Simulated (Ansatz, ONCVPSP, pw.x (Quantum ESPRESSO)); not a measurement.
## Ga (Z = 31) (diamond): variants of one ONCV potential in the solid

```
Element                 : gallium
Generator               : ONCVPSP 4.0.1.1 (patched build)
Type                    : optimised norm-conserving Vanderbilt (ONCV)
Functional              : PBEsol
Relativity              : scalar-relativistic
Frozen core             : [Ar] 3d10
Valence charge          : 3
Reference configuration : 4s2 4p1
Partial waves           : 4s: rc 2.05 bohr, ncon 3, nbas 7, qcut 2.7 1/bohr, 2 projectors, debl 0.3 Ha; 4p: rc 2.70 bohr, ncon 4, nbas 8, qcut 3 1/bohr, 2 projectors, debl 2.2 Ha; d scattering state at 0.26 Ha: rc 2.30 bohr, ncon 4, nbas 7, qcut 4.6 1/bohr, 2 projectors, debl 3.7 Ha
Local potential         : polynomial inside 1.55 bohr (lpopt 5, dvloc0 4 Ha)
Core correction         : none
```

In the s channel the program set the typed energies aside and used -0.329, 0.250 Ha.

Crystal test: diamond Ga in pw.x 7.5, no spin, 8³ k-points, Fermi–Dirac smearing 0.01 Ry, cutoffs set for each file from its atomic test. The reference is all-electron LAPW (Ansatz 0.2.0) with the same functional, mesh and smearing; V0 and B0 come from Birch–Murnaghan fits to the pressures at five volumes. Errors are pseudo minus all-electron; Δ is the rms difference of the E(V) curves that follow from these fits, minima aligned, over ±6 % about the mean V0. Mesh and smearing are coarse, so the numbers serve the comparison and aren't converged zero-temperature values; the lattice is a test structure that the element need not adopt.

All-electron: a0 = 5.761 Å (V0 = 23.90 Å³/atom), B0 = 43.7 GPa.

Base: The largest radius (2.70 bohr) exceeds half the bond length (2.36 bohr), so the spheres overlap, which is one possible source of error among others.

```tsv
change	cutoffs (Ry)	pw.x	a0 (Å)	a0 error (%)	B0 error (%)	Δ (meV/atom)	mean pressure error (GPa)
base	85/340	converged; energies reset by the program	5.750	-0.19	-3.0	1.3	-0.25
all radii scaled by about 0.83 (s 1.70, p 2.24, d 1.90 bohr); local potential polynomial inside 1.28 bohr (lpopt 5, dvloc0 4 Ha)	135/540	converged; energies reset by the program	5.738	-0.41	-2.3	2.8	-0.52
all radii scaled by about 0.94 (s 1.92, p 2.54, d 2.16 bohr); local potential polynomial inside 1.46 bohr (lpopt 5, dvloc0 4 Ha)	110/440	converged; energies reset by the program	5.744	-0.29	-2.6	2.0	-0.38
all radii scaled by about 1.08 (s 2.22, p 2.92, d 2.50 bohr); local potential polynomial inside 1.68 bohr (lpopt 5, dvloc0 4 Ha)	70/280	converged; energies reset by the program	5.761	-0.00	-4.0	0.2	-0.01
all radii scaled by about 1.27 (s 2.60, p 3.42, d 2.92 bohr); local potential polynomial inside 1.96 bohr (lpopt 5, dvloc0 4 Ha)	40/160	converged; energies reset by the program	5.772	+0.19	-5.2	1.3	+0.23
```

Question: Give the row for: all radii scaled by about 1.15 (s 2.36, p 3.10, d 2.64 bohr); local potential polynomial inside 1.78 bohr (lpopt 5, dvloc0 4 Ha).

Answer: pw.x: converged; energies reset by the program; mean pressure error (GPa): +0.10; a0 (Å): 5.766; a0 error (%): +0.09; B0 error (%): -4.0; Δ (meV/atom): 0.6.
